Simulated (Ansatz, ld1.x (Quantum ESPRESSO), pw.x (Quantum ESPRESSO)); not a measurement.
What a changed setting does to a pw.x run (diamond Mg)

Potential: norm-conserving Troullier–Martins (Kleinman–Bylander form), ld1.x (Quantum ESPRESSO) 7.5, LDA (PW92); core [Ne], reference 3s2 3p0; waves: 3s (bound): rc 2.20 bohr; 3p (bound, empty): rc 2.80 bohr; 3d channel at 0.45 Ry: rc 3.80 bohr; local part: the d channel; core correction: none.

The reference run (k-mesh 8³, cutoffs 35/140 Ry, Fermi–Dirac 0.01 Ry, mixing_beta 0.4, conv_thr 1e-9, no spin) gives -0.05 GPa at 37.617 Å³/atom, where all-electron LAPW gives -0.01 GPa. This run, with its own iteration cap, changes k-mesh points per axis to 6.

```
&control
  calculation='scf', prefix='x', pseudo_dir='./', outdir='./tmp', tstress=.true., disk_io='none'
/
&system
  ibrav=0, nat=2, ntyp=1, ecutwfc=35, ecutrho=140, nbnd=9,
  occupations='smearing', smearing='fd', degauss=0.01
/
&electrons
  conv_thr=1e-09, mixing_beta=0.4, electron_maxstep=50
/
ATOMIC_SPECIES
Mg 1.0 Mg.UPF
CELL_PARAMETERS angstrom
  0.00000000 3.35064219 3.35064219
  3.35064219 0.00000000 3.35064219
  3.35064219 3.35064219 0.00000000
ATOMIC_POSITIONS crystal
Mg 0.0000 0.0000 0.0000
Mg 0.2500 0.2500 0.2500
K_POINTS automatic
6 6 6 0 0 0
```

```bash
pw.x < Mg.scf.in > Mg.scf.out
```

**Question.** How does the run end?

**Answer.** It converges in 7 iterations; the free energy moves by +11.2 meV/atom and the pressure by +0.18 GPa.

```
Message from routine setup:
     using ibrav=0 with symmetry is DISCOURAGED, use correct ibrav instead
     lattice parameter (alat)  =       8.9545  a.u.
     unit-cell volume          =     507.7042 (a.u.)^3
     number of electrons       =         4.00
     number of Kohn-Sham states=            9
     kinetic-energy cutoff     =      35.0000  Ry
     charge density cutoff     =     140.0000  Ry
     scf convergence threshold =      1.0E-09
     Exchange-correlation= PW
     number of k points=    16  Fermi-Dirac smearing, width (Ry)=  0.0100
     iteration #  1     ecut=    35.00 Ry     beta= 0.40
     total energy              =      -3.47717058 Ry
     estimated scf accuracy    <       0.00278961 Ry
     iteration #  2     ecut=    35.00 Ry     beta= 0.40
     total energy              =      -3.47745031 Ry
     estimated scf accuracy    <       0.00093986 Ry
     iteration #  3     ecut=    35.00 Ry     beta= 0.40
     total energy              =      -3.47749302 Ry
     estimated scf accuracy    <       0.00001625 Ry
     iteration #  4     ecut=    35.00 Ry     beta= 0.40
     total energy              =      -3.47749385 Ry
     estimated scf accuracy    <       0.00000031 Ry
     iteration #  5     ecut=    35.00 Ry     beta= 0.40
     total energy              =      -3.47749389 Ry
     estimated scf accuracy    <       0.00000001 Ry
     iteration #  6     ecut=    35.00 Ry     beta= 0.40
     total energy              =      -3.47749389 Ry
     estimated scf accuracy    <          1.8E-09 Ry
     iteration #  7     ecut=    35.00 Ry     beta= 0.40
     the Fermi energy is     0.7963 ev
!    total energy              =      -3.47749389 Ry
     estimated scf accuracy    <          6.8E-12 Ry
     smearing contrib. (-TS)   =      -0.00758823 Ry
     The total energy is F=E-TS. E is the sum of the following terms:
     one-electron contribution =       1.35873642 Ry
     hartree contribution      =       0.11607048 Ry
     xc contribution           =      -1.54169829 Ry
     ewald contribution        =      -3.40301427 Ry
     convergence has been achieved in   7 iterations
          total   stress  (Ry/bohr**3)                   (kbar)     P=        1.30
     Message from routine punch:
     Nothing written, as per user request (disk_io='none')
```

The run took about 3.6 s on one core of a shared host (Neoverse-V1, 32 threads, 247 GiB, load 25).
